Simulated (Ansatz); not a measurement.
C3H5ClO (`CC1(Cl)CO1`). Charge 0, multiplicity 1. All single points use the PBE0-D4/def2-TZVP geometry.

```xyz
10

C     0.786    0.990    0.033
C    -0.202   -0.072    0.390
Cl   -1.303    0.435    1.687
C    -0.685   -1.091   -0.530
O     0.264   -1.375    0.502
H     1.406    1.228    0.898
H     0.273    1.897   -0.288
H     1.426    0.632   -0.775
H    -0.292   -1.130   -1.543
H    -1.673   -1.513   -0.375
```

What is the dipole moment at ωB97M-V/def2-TZVPP? (Best estimate.)

Computed: 2.35 D, with components (0.18, 0.77, -2.22) D in this frame, pointing from negative to positive charge.

And with PBE, r2SCAN, B3LYP? (Estimate.)

The calculation gave: PBE 2.24 D, r2SCAN 2.36 D, B3LYP 2.35 D.

Give the Mulliken charges with ωB97M-V, PBE, B3LYP in def2-TZVPP. (Estimate.)

Computed: 
```json
{"atom": "C1", "ωB97M-V": "-0.27", "PBE": "-0.22", "B3LYP": "-0.22"}
{"atom": "C2", "ωB97M-V": "0.19", "PBE": "0.21", "B3LYP": "0.25"}
{"atom": "Cl3", "ωB97M-V": "-0.11", "PBE": "-0.14", "B3LYP": "-0.15"}
{"atom": "C4", "ωB97M-V": "-0.03", "PBE": "-0.03", "B3LYP": "-0.02"}
{"atom": "O5", "ωB97M-V": "-0.30", "PBE": "-0.25", "B3LYP": "-0.32"}
{"atom": "H6", "ωB97M-V": "0.12", "PBE": "0.10", "B3LYP": "0.10"}
{"atom": "H7", "ωB97M-V": "0.11", "PBE": "0.09", "B3LYP": "0.09"}
{"atom": "H8", "ωB97M-V": "0.10", "PBE": "0.09", "B3LYP": "0.09"}
{"atom": "H9", "ωB97M-V": "0.09", "PBE": "0.07", "B3LYP": "0.09"}
{"atom": "H10", "ωB97M-V": "0.11", "PBE": "0.09", "B3LYP": "0.10"}
```

B3LYP here is the variant with VWN-RPA as its local correlation; programs differ in this.
